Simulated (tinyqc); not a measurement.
Orbital energy against energy difference: ionisation energy by orbital energies and by energy differences in the 6-31g* basis, for H2O, spin multiplicity 1. Computed by the program tinyqc with PySCF. The cation is unrestricted; errors are against CCSD(T) in this basis, not against experiment.

Geometry (angstrom):

| atom | x | y | z |
|---|---|---|---|
| O | 0.0000 | 0.0000 | 0.0000 |
| H | 0.0000 | 0.7640 | 0.4620 |
| H | 0.0000 | -0.7640 | 0.4620 |

CCSD(T) difference in the same basis = 12.1899 eV

IP-EOM-CCSD = 12.0111 eV

First vertical ionisation energy (eV):

| method | -e(HOMO) | E(cation) - E | error of -e(HOMO) | error of the difference |
|---|---|---|---|---|
| HF | 13.551 | 11.02573 | 1.361 | -1.164 |
| LDA | 6.347 | 12.90185 | -5.843 | 0.712 |
| PBE | 6.245 | 12.54104 | -5.944 | 0.351 |
| B3LYP | 7.962 | 12.58279 | -4.228 | 0.393 |
| CAM-B3LYP | 9.861 | 12.58248 | -2.329 | 0.393 |
| LC-wPBE | 11.340 | 12.63651 | -0.849 | 0.447 |

Estimate the missing row, method = PBE0.

Computed row:
```
method  -e(HOMO)  E(cation) - E  error of -e(HOMO)  error of the difference
PBE0       8.340       12.46838             -3.850                    0.278
```

Koopmans errs by +1.36 eV and Delta-HF by -1.16 eV: relaxation, 2.53 eV, lowers the value and the missing correlation difference works against it. The PBE level is off by -5.9 eV through the wrong tail of its potential, though its energy difference is off by +0.35 eV; exact exchange deepens the level, and among the orbital energies LC-wPBE comes closest; among the differences PBE0 does.
